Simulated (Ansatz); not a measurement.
Reaction: N2H4 (hydrazine, SMILES NN) + H+ → N2H5+ (SMILES [NH3+]N)
Each species at its own B3LYP-D3(BJ)/def2-TZVP minimum (Ansatz, a program for electronic structure).

Total energies in hartree (Ansatz). Radicals and triplets start from unrestricted determinants; spin-orbit coupling is neglected. Cores are frozen in correlated methods. No relativity.

| species | HF/cc-pVTZ | CCSD(T)/cc-pVTZ | HF/cc-pVQZ | CCSD(T)/cc-pVQZ | CCSDT(Q)/cc-pVTZ |
|---|---|---|---|---|---|
| 1: N2H4 (SMILES NN) | -111.22421 | -111.69834 | -111.23352 | -111.73574 | -111.69928 |
| 2: N2H5+ (SMILES N[NH3+]) | -111.57517 | -112.04519 | -111.58327 | -112.07956 | -112.04609 |

Q: Work out the proton affinity (electronic), positive where energy is released in kcal/mol: take Hartree-Fock from cc-pVQZ, extrapolate the CCSD(T) correlation energy as X^-3 (X = 3, 4), and add CCSDT(Q) - CCSD(T) in cc-pVTZ. 1 hartree = 627.51 kcal/mol.

A: 
Species 1: correlation (64·(-0.50222) - 27·(-0.47413))/37 = -0.52272; step -0.00094; E1 = -111.23352 + (-0.52272) + (-0.00094) = -111.75718
H+ has no electrons: E = 0
Species 2: correlation (64·(-0.49629) - 27·(-0.47002))/37 = -0.51546; step -0.00090; E2 = -111.58327 + (-0.51546) + (-0.00090) = -112.09963
+1·E1 -1·E2 = 0.34245 hartree = 214.9 kcal/mol.
